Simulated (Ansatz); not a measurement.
Reactions of C$_{4}$H$_{6}$O, SMILES `COC1=CC1`.

Gas-phase electronic energies from Ansatz, PBE0-D4/def2-TZVP geometries. CCSD(T)/CBS adds triple-zeta CCSD(T) − MP2 to the extrapolated MP2 energy (def2 sets, frozen cores). DFT in def2-TZVPP. Each species was taken in one conformer, which may not be the lowest.

```
               reaction  HF/CBS(def2) (kcal/mol)  MP2/CBS(def2) (kcal/mol)  CCSD/CBS(def2) (kcal/mol)  B2PLYP (kcal/mol)  CCSD(T)/CBS(def2) (kcal/mol)
`COC1=CC1` → `C1=CCOC1`                    -49.6                     -46.3                      -48.5              -45.5                         -47.9
  `COC1=CC1` → `C#COCC`                    -16.2                     -12.7                      -13.4              -13.3                         -13.0
  `COC1=CC1` → `CC#COC`                    -17.6                     -12.6                      -13.4              -14.2                         -12.8
 `COC1=CC1` → `C=C=CCO`                    -30.0                     -25.8                      -28.8              -28.0                         -28.5
```

Largest T1 diagnostic: 0.012, for `C#COCC`.
